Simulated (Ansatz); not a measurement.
**C₃H₇, doublet: the ladder up to UCCSDT(Q)**

Geometry: MP2(full)/6-31G*, from the G2/97 set.

```xyz
10

C     0.0083    0.5239    0.0000
C     0.0083   -0.2197    1.2916
C     0.0083   -0.2197   -1.2916
H    -0.3288    1.5554    0.0000
H     0.2155    0.4392    2.1385
H     0.2155    0.4392   -2.1385
H    -0.9611   -0.7046    1.4846
H     0.7613   -1.0153    1.2862
H     0.7613   -1.0153   -1.2862
H    -0.9611   -0.7046   -1.4846
```

Basis 6-31G* (Cartesian d functions); Ansatz 0.2.0. Only valence electrons are correlated (noble-gas cores frozen), which leaves 19 electrons in 56 orbitals. R marks a restricted (for open shells ROHF) determinant, U an unrestricted one. Active spaces: frontier = (9e, 9o) about the gap.

Full CI isn't at hand for all of this; UCCSDT(Q) serves as the reference, and is uncertain by about the last step of the cluster series. The frozen core follows each run's orbitals, which can shift R against U totals by a few meV.

For open shells CISD is restricted-active-space CI with the open shells as a complete middle space.

The UHF ⟨S²⟩ is 0.763. The T1 diagnostic (RCCSD) is 0.0133, the largest doubles amplitude (RCCSD) is 0.022 and the T1 diagnostic (UCCSD) is 0.0102.

```tsv
level	E − E(RHF) (eV)
UHF	-0.1235
RMP2	-10.1857
UMP2	-10.1809
RCCSD	-11.4036
UCCSD	-11.4054
RCCSD(T)	-11.6949
UCCSD(T)	-11.6950
```

Task: Estimate how far UCCSDT(Q) in 6-31G* lies from RCCSD(T). The table doesn't fix it; the size of (T) and the diagnostics are the guide.

Result: UCCSDT(Q) in 6-31G* lies 37 meV below RCCSD(T), which is 13 % of the (T) step (-291 meV). The diagnostics are small and one determinant leads, so the series closes fast and only a small part of (T) is left.

The other levels:

```csv
level,E − E(UCCSDT(Q)) (meV),share of correlation (%),wall time
CISD,1556,86.74,16 s
BCCD(T),36,99.69,3.5 s
RCCSDT,12,99.90,–
UCCSDT,11,99.91,–
RCCSDT(Q),1,99.99,22 s (H100)
CASSCF (frontier space),9442,19.52,–
NEVPT2 (frontier space),1514,87.10,14 s (H100)
MRCISD (frontier space),1051,91.04,–
MRCISD+Q (frontier space),166,98.59,26 s (H100)
```

The correlation energy at UCCSDT(Q), counted from RHF, is -11.732 eV. That run took 19 s on 2 threads of AMD EPYC 7R13 with a shared H100 80 GB, shared host.

Times hold each run's SCF and search for its determinant on a shared host, so for small cases they say little of a method's own cost; rows without a card ran on 1 thread of AMD EPYC 7R13.

Atomization energy (electronic, same basis, no zero-point term; atoms at the same level, unrestricted beside the R rows where the molecule is a closed shell, with restricted open-shell steps beyond CCSDT(Q)) at UCCSDT(Q): 3454.0 kJ/mol. Errors of other levels:

```tsv
level	error (kJ/mol)
RHF	-534.1
UHF	-551.6
RMP2	10.4
UMP2	8.3
CISD	-137.1
RCCSD	-21.3
UCCSD	-21.8
RCCSD(T)	-0.8
UCCSD(T)	-1.2
BCCD(T)	-0.6
RCCSDT	-0.5
UCCSDT	-0.9
RCCSDT(Q)	0.4
```

This basis is far from its limit, so the value isn't to be set against a measured one. Truncated CI isn't size-consistent, which counts against it in atomization.
